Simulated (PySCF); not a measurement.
## How the method moves the gas-phase deprotonation enthalpies of n-butane

Structure: `CCCC` (C4H10). Coordinates in Å; atoms count from 1 in this order:
```
C     1.8728   -0.5150    0.3588
C     0.4401   -0.0635    0.6143
C    -0.4404   -0.2232   -0.6227
C    -1.8724    0.2288   -0.3643
H     2.3228    0.0744   -0.4373
H     2.4778   -0.3982    1.2552
H     1.8962   -1.5617    0.0627
H     0.4392    0.9845    0.9230
H     0.0164   -0.6486    1.4338
H    -0.4409   -1.2716   -0.9303
H    -0.0178    0.3613   -1.4431
H    -1.8958    1.2770   -0.0729
H    -2.4804    0.1070   -1.2578
H    -2.3190   -0.3573    0.4363
```

All levels share the GFN2-xTB structures and the GFN2-xTB thermal terms; only the single-point energies (PySCF) change. Values are gas-phase deprotonation enthalpies (298 K, kJ/mol).

At LDA/ma-def2-TZVP (grid 2):
```csv
quantity,value
C2,1675
C1,1686
```

Question: What does M06-2X/ma-def2-TZVP give?

Answer: C2: 1733 (change 58); C1: 1738 (change 52).

Known limits: the order of C2 and C1 is undecided: the gaps lie inside the method's error (some 20 kJ/mol, one structure a species).
